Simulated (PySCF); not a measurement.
Molfile (atoms numbered from 1):
```
C2Cl2O2
     RDKit          3D

  6  5  0  0  0  0  0  0  0  0999 V2000
   -0.9919    1.4027   -0.2311 O   0  0  0  0  0  0  0  0  0  0  0  0
   -0.7115    0.2770   -0.0139 C   0  0  0  0  0  0  0  0  0  0  0  0
   -1.8750   -0.9773    0.3262 Cl  0  0  0  0  0  0  0  0  0  0  0  0
    0.7359   -0.2756    0.0094 C   0  0  0  0  0  0  0  0  0  0  0  0
    1.0204   -1.3923    0.2644 O   0  0  0  0  0  0  0  0  0  0  0  0
    1.8956    0.9675   -0.3825 Cl  0  0  0  0  0  0  0  0  0  0  0  0
  1  2  2  0
  2  3  1  0
  2  4  1  0
  4  5  2  0
  4  6  1  0
M  END
```

Geometry: PBE0-D3(BJ)/def2-SVP; GIAO absolute shieldings from PySCF 2.14.0 with density-fitted response routines, gas phase, non-relativistic, averaged over equivalent atoms.

At BP86/pcSseg-2 (230 basis functions, 20 s wall time on 1 thread of an Arm Neoverse V2, shared host):
```
  atoms  σ (ppm)
  O1/O5   -264.1
  C2/C4      5.2
Cl3/Cl6    453.5
```

Estimate the result of repeating the calculation with OPBE/pcSseg-2.

## Answers


| atoms | σ at OPBE/pcSseg-2 | change |
| --- | --- | --- |
| O1/O5 | -243.0 | +21.1 |
| C2/C4 | 17.3 | +12.1 |
| Cl3/Cl6 | 492.8 | +39.3 |

The largest change is at Cl3/Cl6 (chlorine bonded to C). Cost: 230 basis functions, 20 s wall time on 1 thread of an Arm Neoverse V2, shared host.

Carbons that carry Cl, above all several Cl atoms, come out too deshielded, partly because spin–orbit coupling is missing.
